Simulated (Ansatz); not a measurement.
We consider fcc Cu, described by PBE (Ansatz, a program for electronic structure, plane waves, PAW).

Settings: plane-wave cutoff 520 eV, 20×20×20 k mesh, Fermi–Dirac smearing 0.1 eV, perturbation theory, no spin polarisation, scalar-relativistic PAW data made under PBE.

The cell has the measured lattice parameters. Conventional cell: a = 3.6149 Å, b = 3.6149 Å, c = 3.6149 Å, α = 90.00°, β = 90.00°, γ = 90.00°.

Harmonic phonon frequencies (cm⁻¹; i marks an imaginary mode):

| q point | frequencies |
|---|---|
| X | 172 172 245 |
| L | 115 115 249 |
| W | [?] |

Task: Some entries are withheld; supply them.

Result: 
- W, frequencies: 168 208 208

No imaginary mode appears at these points.

Note: the cell isn't this level's own, so it is under some stress, which shifts stiffness and frequencies.
